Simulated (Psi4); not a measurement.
**C2H4F− (SMILES C[CH-]F): MP2/6-31G(d) (density fitting, density fitting for correlation, spherical functions, sweep point 6)**

Aim: the vertical singlet–triplet gap of C2H4F− at MP2/6-31G* (density fitting, density fitting for correlation, spherical functions, sweep point 6), from 2 runs. 

The calculation is run with Psi4 1.11.

4 further runs of the same task are left out: 4 set aside as unsound or not needed.

## 1. Starting point

The species is C2H4F− (7 atoms), meant as a singlet with charge -1. As SMILES, `C[CH-]F`. The coordinates come from a GFN2-xTB relaxation.

Bond lengths: C1–C2 1.534 Å, C2–F3 1.512 Å, C1–H4 1.112 Å, C1–H5 1.097 Å, C1–H6 1.097 Å, C2–H7 1.137 Å. Angles: C1–C2–F3 104.2°, C1–C2–H7 105.5°, F3–C2–H7 100.0°, C2–C1–H4 116.8°, C2–C1–H5 108.1°, C2–C1–H6 110.3°, H4–C1–H5 107.2°, H4–C1–H6 106.6°, H5–C1–H6 107.5°.

## 2. The energy at MP2/6-31G(d) (density fitting, density fitting for correlation, spherical functions, sweep point 6)

calc.py reads:

```python
import psi4

psi4.set_memory(1600000000)
psi4.set_num_threads(1)
psi4.set_output_file('output.dat', False)

mol = psi4.geometry("""
-1 1
C     -0.93171057     0.68084943    -0.17357134
C      1.83118241    -0.08934625     0.24328334
F      1.69701185    -2.11443346     2.25489680
H     -2.28940320    -0.86377491    -0.60803828
H     -0.99669825     2.01681021    -1.75833347
H     -1.66411172     1.66089919     1.50072600
H      2.35374837    -1.29100420    -1.45896305
units au
symmetry c1
""")

options = {'puream': True, 'scf_type': 'df', 'num_frozen_docc': 3, 'd_convergence': 1e-08, 'e_convergence': 1e-08}
psi4.set_options(options)

energy_value = psi4.energy('mp2/6-31G*', molecule=mol)
print(f'total energy {energy_value:.8f} hartree = {energy_value * 27.211386:.5f} eV')
for k, v in sorted(psi4.core.scalar_variables().items()):
    print(f'{k:45s} {v:18.10f}')
```

Started as:

```sh
$ python calc.py
```

output.dat:

```text
[...]
  Running in c1 symmetry.
[...]
  Nuclear repulsion =   69.247302834738335
[...]
  Multiplicity = 1
[...]
  Nalpha       = 13
  Nbeta        = 13
[...]
    Number of basis functions: 50
[...]
   @DF-RHF iter   1:  -177.27111076352210   -9.38030e-01   8.17529e-03 ADIIS/DIIS
[...]
   @DF-RHF iter  12:  -177.36939057283146   -2.16005e-12   4.31089e-09 DIIS
[...]
    Orbital Energies [Eh]
    ---------------------
    Doubly Occupied:
       1A    -25.956079     2A    -10.997549     3A    -10.968743
       4A     -1.241927     5A     -0.755370     6A     -0.541717
       7A     -0.379052     8A     -0.357778     9A     -0.338779
      10A     -0.316689    11A     -0.284915    12A     -0.210224
      13A     -0.029533
[...]
  @DF-RHF Final Energy:  -177.36939057283146
   => Energetics <=
    Nuclear Repulsion Energy =             69.2473028347383348
    One-Electron Energy =                -388.4766793569169749
    Two-Electron Energy =                 141.8599859493471911
    Total Energy =                       -177.3693905728314633
[...]
 Multipole Moments:
 ------------------------------------------------------------------------------------
     Multipole            Electronic (a.u.)      Nuclear  (a.u.)        Total (a.u.)
 ------------------------------------------------------------------------------------
 L = 1.  Multiply by 2.5417464519 to convert [e a0] to [Debye]
 Dipole X            :          2.5573479           -3.4115633           -0.8542155
 Dipole Y            :         -2.9860678            2.8069711           -0.1790967
 Dipole Z            :          3.4685716           -3.5841157           -0.1155440
 Magnitude           :                                                    0.8804034
[...]
```

Standard output:

```text
total energy -177.80100461 hartree = -4838.21177 eV
CURRENT CORRELATION ENERGY                         -0.4316140360
CURRENT ENERGY                                   -177.8010046089
CURRENT REFERENCE ENERGY                         -177.3693905728
CUSTOM SCS-MP2 CORRELATION ENERGY                  -0.4242049143
CUSTOM SCS-MP2 TOTAL ENERGY                      -177.7935954871
DD SOLVATION ENERGY                                 0.0000000000
HF KINETIC ENERGY                                 177.4645889689
HF POTENTIAL ENERGY                              -354.8339795417
HF TOTAL ENERGY                                  -177.3693905728
HF VIRIAL RATIO                                     1.9994635640
MP2 CORRELATION ENERGY                             -0.4316140360
MP2 DOUBLES ENERGY                                 -0.4316140360
MP2 OPPOSITE-SPIN CORRELATION ENERGY               -0.3234618103
MP2 SAME-SPIN CORRELATION ENERGY                   -0.1081522258
MP2 SINGLES ENERGY                                 -0.0000000000
MP2 TOTAL ENERGY                                 -177.8010046089
NUCLEAR REPULSION ENERGY                           69.2473028347
ONE-ELECTRON ENERGY                              -388.4766793569
PCM POLARIZATION ENERGY                             0.0000000000
PE ENERGY                                           0.0000000000
SCF ITERATION ENERGY                             -177.3693905728
SCF ITERATIONS                                     12.0000000000
SCF TOTAL ENERGY                                 -177.3693905728
SCS-MP2 CORRELATION ENERGY                         -0.4242049143
SCS-MP2 TOTAL ENERGY                             -177.7935954871
TWO-ELECTRON ENERGY                               141.8599859493
```

Run time: 4.2 s. Hardware: 1 thread of AMD EPYC, shared host; peak memory 0.19 GiB.

## 3. The triplet at the same level

c2h4f.py reads:

```python
import psi4

psi4.set_memory('1600 MB')
psi4.set_num_threads(1)
psi4.set_output_file('run.log', False)

m = psi4.geometry("""
-1 3
C     -0.93171057     0.68084943    -0.17357134
C      1.83118241    -0.08934625     0.24328334
F      1.69701185    -2.11443346     2.25489680
H     -2.28940320    -0.86377491    -0.60803828
H     -0.99669825     2.01681021    -1.75833347
H     -1.66411172     1.66089919     1.50072600
H      2.35374837    -1.29100420    -1.45896305
units au
symmetry c1
""")

options = {'basis': '6-31G*', 'reference': 'uhf', 'puream': True, 'scf_type': 'df', 'num_frozen_docc': 3, 'd_convergence': 1e-08, 'e_convergence': 1e-08, 'maxiter': 150}
psi4.set_options(options)

e = psi4.energy("mp2")
print(f'total energy {e:.8f} hartree = {e * 27.211386:.5f} eV')
```

Started as:

```sh
$ python c2h4f.py
```

run.log:

```text
[...]
  Running in c1 symmetry.
[...]
  Nuclear repulsion =   69.247302834738335
[...]
  Multiplicity = 3
[...]
  Nalpha       = 14
  Nbeta        = 12
[...]
    Number of basis functions: 50
[...]
   @DF-UHF iter   1:  -177.07534367246063   -7.42263e-01   9.58553e-03 DIIS/ADIIS
[...]
   @DF-UHF iter  19:  -177.20474567147707   -8.24230e-13   5.49971e-09 DIIS
[...]
   @S^2 Observed:                2.019457829E+00
[...]
    Orbital Energies [Eh]
    ---------------------
    Alpha Occupied:
       1A    -25.889244     2A    -10.998765     3A    -10.985165
       4A     -1.223834     5A     -0.768451     6A     -0.575228
       7A     -0.395621     8A     -0.367627     9A     -0.335609
      10A     -0.300424    11A     -0.285306    12A     -0.205537
      13A     -0.140519    14A      0.143715
    Alpha Virtual:
      15A      0.447997    16A      0.507775    17A      0.519747
      18A      0.537372    19A      0.628455    20A      0.961114
      21A      0.984664    22A      1.004890    23A      1.035409
      24A      1.055339    25A      1.165594    26A      1.318407
[...]
  @DF-UHF Final Energy:  -177.20474567147707
   => Energetics <=
    Nuclear Repulsion Energy =             69.2473028347383348
    One-Electron Energy =                -388.7953163291221017
    Two-Electron Energy =                 142.3432678229067108
    Total Energy =                       -177.2047456714770703
  UHF NO Occupations:
  HONO-2 :   12  A 1.9960219
  HONO-1 :   13  A 1.0000000
[...]
 Multipole Moments:
 ------------------------------------------------------------------------------------
     Multipole            Electronic (a.u.)      Nuclear  (a.u.)        Total (a.u.)
 ------------------------------------------------------------------------------------
 L = 1.  Multiply by 2.5417464519 to convert [e a0] to [Debye]
 Dipole X            :          2.8185007           -3.4115633           -0.5930626
 Dipole Y            :         -2.5316432            2.8069711            0.2753279
 Dipole Z            :          3.3788594           -3.5841157           -0.2052562
 Magnitude           :                                                    0.6853166
[...]
```

On the terminal:

```text
total energy -177.61949803 hartree = -4833.27272 eV
```

It took 4.2 s on 1 thread of AMD EPYC, shared host; peak memory 0.19 GiB.

## 4. What came out

At MP2/6-31G* (density fitting, density fitting for correlation, spherical functions, sweep point 6), 3 core orbitals frozen:

| quantity | value |
| --- | --- |
| singlet: total energy | -177.80100 Eh |
| singlet: HOMO energy (Hartree–Fock orbitals) | -0.80 eV |
| singlet: LUMO energy (Hartree–Fock orbitals) | 12.27 eV |
| singlet: HOMO–LUMO gap (to an unbound level, set by the basis) | 13.07 eV |
| singlet: correlation energy (3 core orbitals frozen) | -431.6 mEh |
| triplet: total energy | -177.61950 Eh |
| triplet: HOMO energy (Hartree–Fock orbitals) (highest over α and β) | 3.91 eV |
| triplet: LUMO energy (Hartree–Fock orbitals) (lowest over α and β) | 11.13 eV |
| triplet: correlation energy (3 core orbitals frozen) | -414.8 mEh |
| triplet: ⟨S²⟩ of the reference determinant | 2.019 |
| vertical energy of the triplet above the singlet | 4.939 eV |

What this shows: At this shape the triplet lies 4.94 eV (114 kcal/mol) above the singlet. For an anion a state so high probably lies above electron detachment. The HOMO (triplet) lies at positive energy, 3.91 eV: the electron is unbound at this level or held by a compact basis; values depend on the basis.
